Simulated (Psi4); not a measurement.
# One shape, several levels: CH8Si2 (SMILES [SiH3]C[SiH3])

We compute a comparison of 6 runs (B3LYP/def2-SVP, BHLYP/def2-SVP, BLYP/def2-SVP, M06-L/def2-SVP, PBE0/def2-SVP, r2SCAN/def2-SVP) of CH8Si2. 

Program for the calculation: Psi4 1.11.

### Step 1. The molecule

CH8Si2 has 11 atoms, charge 0, and is taken as a singlet. SMILES: `[SiH3]C[SiH3]`. The Si1–H6 distance was set to 3.272 Å, away from the relaxed value. At this shape a bond of the SMILES string is far longer than usual.

Bond lengths: Si1–C2 1.872 Å, C2–Si3 1.872 Å, Si1–H4 1.488 Å, Si1–H5 1.487 Å, C2–H7 1.095 Å, C2–H8 1.095 Å, Si3–H9 1.487 Å, Si3–H10 1.487 Å, Si3–H11 1.488 Å. Some angles: Si1–C2–Si3 114.4°, Si1–C2–H7 108.8°, Si1–C2–H8 108.8°, Si3–C2–H7 108.8°, Si3–C2–H8 108.8°, C2–Si1–H4 111.1°, C2–Si1–H5 110.2°, C2–Si3–H9 110.2°, C2–Si3–H10 110.2°, C2–Si3–H11 111.1°.

### Step 2. A single-point energy at B3LYP/def2-SVP (run 1)

Input file ch8si2.xyz:

```xyz
11
CH8Si2
Si    -0.793215     0.552222    -2.023762
C      0.079425    -1.103938    -2.044692
Si     1.700945    -1.134838    -1.109512
H     -2.070035     0.494302    -2.785592
H      0.072255     1.596422    -2.634662
H     -1.463790     1.436810     1.054620
H     -0.588335    -1.860118    -1.618372
H      0.266325    -1.391328    -3.084872
H      1.476415    -0.786868     0.319158
H      2.647825    -0.145778    -1.690702
H      2.329825    -2.481878    -1.172642
```

Input file calc.py:

```python
import psi4

psi4.set_memory('2200 MB')
psi4.set_num_threads(1)
psi4.core.set_output_file('ch8si2.out', False)

with open('ch8si2.xyz') as f:
    atoms = ''.join(f.readlines()[2:])
mol = psi4.geometry('0 1\n' + atoms + 'symmetry c1')

psi4.set_options({
    'basis': 'def2-SVP',
    'puream': True,
    'e_convergence': 1e-09,
    'd_convergence': 1e-08,
    'scf_type': 'pk',
    'dft_radial_points': 99,
    'dft_spherical_points': 590,
})

energy_value = psi4.energy("b3lyp", molecule=mol)
print(f'total energy {energy_value:.8f} hartree = {energy_value * 27.211386:.5f} eV')
for k, v in sorted(psi4.core.scalar_variables().items()):
    print(f'{k:45s} {v:18.10f}')
```

Command:

```console
python calc.py
```

ch8si2.out:

```text
[...]
  Running in c1 symmetry.
[...]
  Nuclear repulsion =  147.566941779964111
[...]
  Multiplicity = 1
[...]
  Nalpha       = 21
  Nbeta        = 21
[...]
    Number of basis functions: 90
[...]
   @RKS iter   1:  -621.25707944559645   -2.36009e-01   7.82808e-03 DIIS/ADIIS
[...]
   @RKS iter  12:  -621.56939872111366   -2.28511e-11   8.39649e-09 DIIS
[...]
    Orbital Energies [Eh]
    ---------------------
    Doubly Occupied:
       1A    -66.165198     2A    -66.120877     3A    -10.199469
       4A     -5.330716     5A     -5.291053     6A     -3.694941
       7A     -3.691006     8A     -3.690901     9A     -3.652718
      10A     -3.652544    11A     -3.652392    12A     -0.727066
      13A     -0.544247    14A     -0.523252    15A     -0.450806
      16A     -0.402760    17A     -0.369561    18A     -0.348241
      19A     -0.345206    20A     -0.333019    21A     -0.225486
[...]
  @RKS Final Energy:  -621.56939872111366
   => Energetics <=
    Nuclear Repulsion Energy =            147.5669417799641110
    One-Electron Energy =               -1150.6211462818127984
    Two-Electron Energy =                 421.8837357872121743
    DFT Exchange-Correlation Energy =     -40.3989300064771868
    Empirical Dispersion Energy =           0.0000000000000000
    VV10 Nonlocal Energy =                  0.0000000000000000
    Total Energy =                       -621.5693987211137710
[...]
 Multipole Moments:
 ------------------------------------------------------------------------------------
     Multipole            Electronic (a.u.)      Nuclear  (a.u.)        Total (a.u.)
 ------------------------------------------------------------------------------------
 L = 1.  Multiply by 2.5417464519 to convert [e a0] to [Debye]
 Dipole X            :          0.5589968           -0.3584430            0.2005538
 Dipole Y            :         -0.9486480            0.2910348           -0.6576132
 Dipole Z            :         -2.4533751            1.3397571           -1.1136180
 Magnitude           :                                                    1.3087482
[...]
```

The script printed:

```text
total energy -621.56939872 hartree = -16913.76483 eV
CURRENT ENERGY                                   -621.5693987211
CURRENT REFERENCE ENERGY                         -621.5693987211
DD SOLVATION ENERGY                                 0.0000000000
DFT FUNCTIONAL TOTAL ENERGY                      -621.5693987211
DFT TOTAL ENERGY                                 -621.5693987211
DFT VV10 ENERGY                                     0.0000000000
DFT XC ENERGY                                     -40.3989300065
GRID ELECTRONS ALPHA                               21.0000006382
GRID ELECTRONS BETA                                21.0000006382
GRID ELECTRONS TOTAL                               42.0000012763
NUCLEAR REPULSION ENERGY                          147.5669417800
ONE-ELECTRON ENERGY                             -1150.6211462818
PCM POLARIZATION ENERGY                             0.0000000000
PE ENERGY                                           0.0000000000
SCF ITERATION ENERGY                             -621.5693987211
SCF ITERATIONS                                     12.0000000000
SCF TOTAL ENERGY                                 -621.5693987211
TWO-ELECTRON ENERGY                               421.8837357872
XC GRID RADIAL POINTS                              99.0000000000
XC GRID SPHERICAL POINTS                          590.0000000000
XC GRID TOTAL POINTS                           608231.0000000000
```

Wall time 23 s (1 thread of Intel Xeon Platinum 8488C (Sapphire Rapids), shared host); peak memory 0.99 GiB.

### Step 3. The energy at BHLYP/def2-SVP (run 2)

Input file job.py:

```python
import psi4

psi4.set_memory('2200 MB')
psi4.set_num_threads(1)
psi4.core.set_output_file('ch8si2.out', False)

molecule = psi4.geometry("""
Si
C 1 1.872112
Si 2 1.872123 1 114.37751
H 1 1.487955 2 111.08943 3 -179.97081
H 1 1.487478 4 108.44097 2 121.23997
H 1 3.2724 5 108.40991 4 -117.54335
H 2 1.095199 1 108.79898 5 -178.30642
H 2 1.095216 7 107.01206 1 -117.39945
H 3 1.487479 2 110.19264 7 -62.10858
H 3 1.487482 9 108.40993 2 120.66819
H 3 1.487949 9 108.44093 10 117.54403
symmetry c1
""")

psi4.set_options({
    'basis': 'def2-SVP',
    'puream': True,
    'e_convergence': 1e-09,
    'd_convergence': 1e-08,
    'scf_type': 'pk',
    'dft_radial_points': 99,
    'dft_spherical_points': 590,
})

result, w = psi4.energy('bhhlyp', molecule=molecule, return_wfn=True)
psi4.oeprop(w, 'WIBERG_LOWDIN_INDICES', 'LOWDIN_CHARGES', 'DIPOLE')
print('E =', round(result, 9))
```

Command:

```console
python job.py
```

ch8si2.out:

```text
[...]
  Running in c1 symmetry.
[...]
  Nuclear repulsion =  147.566944877650627
[...]
  Multiplicity = 1
[...]
  Nalpha       = 21
  Nbeta        = 21
[...]
    Number of basis functions: 90
[...]
   @RKS iter   1:  -621.30990455656786   -4.63603e-01   5.70331e-03 DIIS/ADIIS
[...]
   @RKS iter  11:  -621.47570550153864   -4.54747e-13   3.39330e-09 DIIS
[...]
    Orbital Energies [Eh]
    ---------------------
    Doubly Occupied:
       1A    -67.193555     2A    -67.140075     3A    -10.605744
       4A     -5.667351     5A     -5.619450     6A     -3.935892
       7A     -3.932807     8A     -3.932662     9A     -3.886264
      10A     -3.886168    11A     -3.886048    12A     -0.827937
      13A     -0.620659    14A     -0.597528    15A     -0.516603
      16A     -0.464201    17A     -0.428518    18A     -0.404850
      19A     -0.401204    20A     -0.387523    21A     -0.253665
[...]
  @RKS Final Energy:  -621.47570550153864
   => Energetics <=
    Nuclear Repulsion Energy =            147.5669448776506272
    One-Electron Energy =               -1150.4619102728361213
    Two-Electron Energy =                 407.1814890370962416
    DFT Exchange-Correlation Energy =     -25.7622291434493711
    Empirical Dispersion Energy =           0.0000000000000000
    VV10 Nonlocal Energy =                  0.0000000000000000
    Total Energy =                       -621.4757055015387550
[...]
 Multipole Moments:
 ------------------------------------------------------------------------------------
     Multipole            Electronic (a.u.)      Nuclear  (a.u.)        Total (a.u.)
 ------------------------------------------------------------------------------------
 L = 1.  Multiply by 2.5417464519 to convert [e a0] to [Debye]
 Dipole X            :         -2.1711138            1.2122074           -0.9589064
 Dipole Y            :          1.3657115           -0.5877976            0.7779140
 Dipole Z            :          1.1751995           -0.4395211            0.7356784
 Magnitude           :                                                    1.4373150
[...]
```

On the terminal:

```text
E = -621.475705502
```

Wall time 21 s (1 thread of Intel Xeon Platinum 8488C (Sapphire Rapids), shared host); peak memory 0.99 GiB.

Runs 3 to 5 aren't shown in full; the table further down has their settings and results.

### Step 4. Energy and gradient at r2SCAN/def2-SVP (run 6)

Input file input.json:

```json
{
 "schema_name": "qcschema_input",
 "schema_version": 1,
 "molecule": {
  "schema_name": "qcschema_molecule",
  "schema_version": 2,
  "symbols": ["Si", "C", "Si", "H", "H", "H", "H", "H", "H", "H", "H"],
  "geometry": [-1.49895911, 1.04354834, -3.82435592, 0.1500915, -2.08614048, -3.86390789, 3.2143202, -2.14453302, -2.09667381, -3.91179922, 0.9340954, -5.26400597, 0.13654216, 3.01680036, -4.97878961, -2.7661622, 2.71517739, 1.99294297, -1.11179202, -3.51511358, -3.05827985, 0.50328131, -2.62922887, -5.82956321, 2.79002, -1.48696502, 0.60312121, 5.00366408, -0.27548049, -3.19496374, 4.40273117, -4.69006969, -2.21597222],
  "molecular_charge": 0,
  "molecular_multiplicity": 1,
  "fix_symmetry": "c1",
  "fix_com": true,
  "fix_orientation": true
 },
 "driver": "gradient",
 "model": {
  "method": "r2scan",
  "basis": "def2-SVP"
 },
 "keywords": {
  "puream": true,
  "e_convergence": 1e-09,
  "d_convergence": 1e-08,
  "scf_type": "pk",
  "dft_radial_points": 99,
  "dft_spherical_points": 590,
  "scf_properties": ["MULLIKEN_CHARGES", "MAYER_INDICES", "LOWDIN_CHARGES"]
 }
}
```

Command:

```console
psi4 --qcschema input.json -n 1 --memory 2200MB
```

stdout:

```text
[...]
  Running in c1 symmetry.
[...]
  Nuclear repulsion =  147.566941829163881
[...]
  Multiplicity = 1
[...]
  Nalpha       = 21
  Nbeta        = 21
[...]
    Number of basis functions: 90
[...]
   @RKS iter   1:  -621.07607121544265   -1.36849e-01   8.23683e-03 DIIS/ADIIS
[...]
   @RKS iter  13:  -621.43903497571944   -6.02540e-12   1.32163e-09 DIIS
[...]
  @RKS Final Energy:  -621.43903497571944
   => Energetics <=
    Nuclear Repulsion Energy =            147.5669418291638806
    One-Electron Energy =               -1150.6617456692054020
    Two-Electron Energy =                 431.6149886004941436
    DFT Exchange-Correlation Energy =     -49.9592197361720380
    Empirical Dispersion Energy =           0.0000000000000000
    VV10 Nonlocal Energy =                  0.0000000000000000
    Total Energy =                       -621.4390349757194372
[...]
 Multipole Moments:
 ------------------------------------------------------------------------------------
     Multipole            Electronic (a.u.)      Nuclear  (a.u.)        Total (a.u.)
 ------------------------------------------------------------------------------------
 L = 1.  Multiply by 2.5417464519 to convert [e a0] to [Debye]
 Dipole X            :        -29.7772915           29.9620895            0.1847980
 Dipole Y            :         33.2097360          -33.8614129           -0.6516769
 Dipole Z            :        126.9549235         -128.0233740           -1.0684505
 Magnitude           :                                                    1.2650769
[...]
  -Total Gradient:
     Atom            X                  Y                   Z
    ------   -----------------  -----------------  -----------------
       1        0.002936060211    -0.002159391161    -0.012142865103
       2        0.002218469989    -0.004803405357    -0.010675311149
       3       -0.005730439512     0.000852418532    -0.005496324498
       4        0.004947488122    -0.001561626448    -0.003912017321
       5       -0.001112688280    -0.004437946426    -0.003945819541
       6       -0.006155686612     0.008071736768     0.027782349789
       7        0.003509825123     0.004479624636    -0.001916391757
       8        0.000221021864    -0.000722404968     0.008649480301
       9        0.000714688358    -0.000384721482    -0.001370784311
      10       -0.001067199343    -0.001685019275     0.001661108458
      11       -0.000403383954     0.002275163603     0.001141158075
[...]
```

It took 56 s on 1 thread of Intel Xeon Platinum 8488C (Sapphire Rapids), shared host; peak memory 1.4 GiB.

### Step 5. Overview of the runs

```csv
run,level,task,energy (Eh),dipole moment (D),HOMO energy (eV),LUMO energy (eV),wall time
1,B3LYP/def2-SVP,energy,-621.569399,3.33,-6.14,-3.64,23 s
2,BHLYP/def2-SVP,energy,-621.475706,3.65,-6.90,-2.69,21 s
3,BLYP/def2-SVP,energy,-621.477298,3.16,-5.36,-3.98,27 s
4,M06-L/def2-SVP,gradient,-621.519103,3.32,-5.72,-4.10,65 s
5,PBE0/def2-SVP,gradient,-621.214905,3.28,-6.29,-3.47,30 s
6,r2SCAN/def2-SVP,gradient,-621.439035,3.22,-5.72,-4.13,56 s
```

### Step 6. Outcome

| quantity | value |
| --- | --- |
| run 6: total energy | -621.43903 Eh |
| run 6: dipole moment | 3.22 D |
| run 6: HOMO energy | -5.72 eV |
| run 6: LUMO energy | -4.13 eV |
| run 6: HOMO–LUMO gap | 1.58 eV |
| run 6: largest force on an atom | 1.521 eV/Å |

In words: The dipole moment (its size) runs from 3.16 D (BLYP/def2-SVP) to 3.65 D (BHLYP/def2-SVP). The HOMO–LUMO gap runs from 1.38 eV (BLYP/def2-SVP) to 4.21 eV (BHLYP/def2-SVP). Totals of different functionals can't be ranked against each other. In runs 1, 2, 3, 4, 5, 6 a closed-shell determinant meets a far-stretched bond, which it describes badly. All runs together took 3.7 min, the longest 65 s.
